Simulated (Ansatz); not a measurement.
hcp Zn, treated with revPBE (Ansatz, an electronic-structure program, PAW).

Run with plane-wave cutoff 520 eV, 24×24×12 k mesh (along the axes of the cell as run), Fermi–Dirac smearing 0.05 eV, scalar-relativistic PAW data made under PBE.

Energies at three volumes about the minimum:

| V (Å³/atom) | E − E_lowest (meV/atom) |
|---|---|
| 15.442 | 1.13 |
| 15.757 | 0.00 |
| 16.072 | 1.00 |

Problem. Fit a parabola by hand: where is the minimum, and what is the bulk modulus?

Solution. Slopes: (0.00 − 1.13)/(15.757 − 15.442) = -3.587 and (1.00 − 0.00)/(16.072 − 15.757) = 3.175 meV/Å³. Curvature E″ = 2 × (3.175 − (-3.587))/(16.072 − 15.442) = 21.467 meV/Å⁶. From the middle of the first interval, the slope vanishes at V0 = 15.5995 − (-3.587)/21.467 = 15.767 Å³/atom. B = V0 E″ = 15.767 × 21.467 meV/Å³ × 0.1602 GPa per meV/Å³ = 54.2 GPa. The full Birch–Murnaghan fit to all volumes gives V0 = 15.757 Å³/atom and B0 = 54.5 GPa.

Shape and atoms are relaxed at each volume.

Measured, for comparison: bulk modulus 69.7 GPa (zero-point energy and finite temperature contributions removed, our sources range from 64.7 to 69.7; as tabulated in doi:10.1021/acs.jctc.3c00612). Computed (rounded) less measured: bulk modulus -22 % (-16 % to -22 % over the range).

Note: the bulk modulus comes from volumes at which shape and atoms were relaxed.
